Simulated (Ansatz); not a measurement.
```yaml
crystal:
  periodic: [false, false, false]
  atoms:
    - {symbol: Li, position_ang: [-1.730035, -2.217385, -1.632264]}
    - {symbol: Li, position_ang: [0.034936, 0.214314, -0.303888]}
    - {symbol: Li, position_ang: [1.229061, 2.153063, 1.865259]}
basis:
  gaussian: {orbitals: def2-TZVPP}
total_charge: -1
hamiltonian: {xc: {name: RPBE}, pseudopotentials: {relativity: none}}
scf: {lower_state_search: off}
```

```sh
$ ansatz run in.yaml --threads 4 --pin off --events-out ev --progress --plain --max-ram 3916MiB
```

Output, abridged:

```
Functional definition: RPBE
  name "RPBE"
  cite "Hammer, Hansen & Nørskov, Phys. Rev. B 59, 7413 (1999) doi:10.1103/PhysRevB.59.7413"
  cite "Perdew, Burke & Ernzerhof, Phys. Rev. Lett. 77, 3865 (1996) doi:10.1103/PhysRevLett.77.3865"
  parameter kappa = 0.804
  parameter beta = 0.06672455060314922
  exchange = rpbe_x(kappa = kappa, mu = beta*pi^2/3)
  correlation = pbe_c(beta = beta)
these checks for a lower state are left out or cut short: stability, starts, cluster_reference, orbital_swaps, neighbouring_geometries, increment
435 factors; their error is unknown
mean field evaluation 1: about -613.8830 eV, gradient 1.6e0 eV
mean field evaluation 2: about -613.8861 eV, gradient 1.0e0 eV
mean field evaluation 4: about -613.9048 eV, gradient 8.6e-2 eV
mean field evaluation 8: about -613.9039 eV, gradient 1.3e-2 eV
mean field evaluation 16: about -613.9039 eV, gradient 2.2e-6 eV
mean field -613.90388842 eV, -22.5605517805 hartree, gradient 2.8e-6 eV, S^2 0.000000; 0 other end points of the search recorded, 0 dependent functions left out
reference -613.90392137 eV, -22.5605529912 hartree; 5, 5 occupied and 52, 52 virtual orbitals, 435 factors
Total energy: -613.90392137 eV, -22.5605529912 hartree
Checks for a lower state left out: stability, starts, cluster_reference, orbital_swaps, neighbouring_geometries, increment
```

Hardware: 4 threads of Arm Neoverse V2 on a shared host. Wall time 0.2 s.

The highest occupied level of an anion often lies above zero with these methods, and sets without diffuse functions describe the outer electron poorly. The restricted singlet is unstable towards broken spin symmetry at other levels; at RKS RPBE/def2-TZVPP this wasn't settled.
